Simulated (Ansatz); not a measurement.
## Worked example: correlation energy of AlH$_{3}$, triplet

Geometry: a point of a stretch scan, not a stationary point.

```xyz
4

Al   -0.0056    0.0795   -0.1190
H    -0.0056   -1.3673   -0.7773
H     0.5819   -0.4571    2.3289
H    -0.4263   -0.3047    1.6336
```

Basis cc-pVDZ; Ansatz 0.2.0. Correlated methods freeze the noble-gas cores, which leaves 6 electrons in 28 orbitals. Prefix R: restricted or restricted open-shell reference; prefix U: unrestricted.

Full CI is exact within this basis and frozen core; it isn't the basis-set limit. The frozen core follows each run's orbitals, which can shift R against U totals by a few meV.

Runs differ by some tens of microhartree through their thresholds and, for an open shell, their frozen cores, so steps under 0.1 kcal/mol mean nothing.

```json
{"level": "UHF", "total energy (hartree)": "-243.498125"}
{"level": "UMP2", "total energy (hartree)": "-243.563413"}
{"level": "UCCSD", "total energy (hartree)": "-243.589614"}
{"level": "UCCSD(T)", "total energy (hartree)": "-243.591785"}
{"level": "UCCSDT", "total energy (hartree)": "-243.592906"}
{"level": "UCCSDT(Q)", "total energy (hartree)": "-243.592969"}
{"level": "full CI", "total energy (hartree)": "-243.592967"}
```

Question: What is the correlation energy at full CI, and what share of it do UMP2 and UCCSD(T) recover?

Answer: E(corr) = -243.592967 − (-243.498125) = -0.094842 hartree = -2.581 eV. UMP2: -0.065288 / -0.094842 = 68.84 %. UCCSD(T): -0.093660 / -0.094842 = 98.75 %.

Question: By how many kcal/mol does UCCSD(T) miss full CI (1 hartree = 627.509 kcal/mol), and which steps make up the rest?

Answer: -243.591785 − (-243.592967) = 0.001182 hartree = 0.74 kcal/mol. Steps: UCCSDT − UCCSD(T) = -0.70, UCCSDT(Q) − UCCSDT = -0.04, full CI − UCCSDT(Q) = 0.00 kcal/mol. That is within 1 kcal/mol of the reference in this basis, which itself misses far more of the correlation at the basis-set limit.
